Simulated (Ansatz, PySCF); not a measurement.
Molecule: ethane, C2H6, charge 0, multiplicity 1. SMILES: CC
Geometry: optimised at B3LYP-D3(BJ)/def2-TZVP (Ansatz, a quantum-chemistry and plane-wave program).

PBE beside other levels, property by property. Valence correlation only, unless marked. Open shells are spin-unrestricted. Spin-orbit coupling is left out. Non-relativistic. CBS(X,Y): correlation extrapolated as X^-3; Hartree-Fock from the larger set. The bracket is a focal-point correction in the basis named. Rows marked 298 K are enthalpies with B3LYP-D3(BJ) harmonic zero-point and thermal terms from PySCF. Enthalpies of formation rest on the atoms' values in the G2/97 table (older ones for B and Si), with no core term in the frozen-core levels. The coupled-cluster column (Ansatz) is a level with limits of its own: RI-MP2/CBS(def2-TZVPPD,def2-QZVPPD)+[CCSD(T)-MP2]/def2-TZVPPD.

| property | PBE/def2-TZVPD (Ansatz) | wB97X-V/def2-TZVPD (Ansatz) | RI-MP2/CBS(cc-pVTZ,cc-pVQZ) (Ansatz) | CCSD(T)/cc-pVDZ (Ansatz) | coupled cluster | measured |
|---|---|---|---|---|---|---|
| C-C bond dissociation enthalpy, 298 K, to [CH3] (CH3) + [CH3] (CH3) (kcal/mol) | 89.8 | 91.7 | 94.2 | 87.3 | 90.1 | - |
| enthalpy of formation at 298 K by atomisation (kcal/mol) | -23.4 | -18.4 | -20.0 | 23.8 | -19.5 | -20.0 |
| C-H bond dissociation enthalpy, 298 K, to [CH2]C + H atom (kcal/mol) | 96.8 | 100.2 | 101.3 | 97.2 | 101.5 | - |

Measured values: Active Thermochemical Tables 1.112 (ions: stationary electron), as tabulated in the package chemicals; they hold spin-orbit effects, which all levels lack, and core correlation, which the frozen-core levels lack.

As the rows show:
- C-C bond dissociation enthalpy, 298 K, to [CH3] (CH3) + [CH3] (CH3): PBE lies 0.3 kcal/mol below coupled cluster.
- enthalpy of formation at 298 K by atomisation: PBE lies 3.4 kcal/mol below the measured value.
- C-H bond dissociation enthalpy, 298 K, to [CH2]C + H atom: PBE lies 4.7 kcal/mol below coupled cluster.
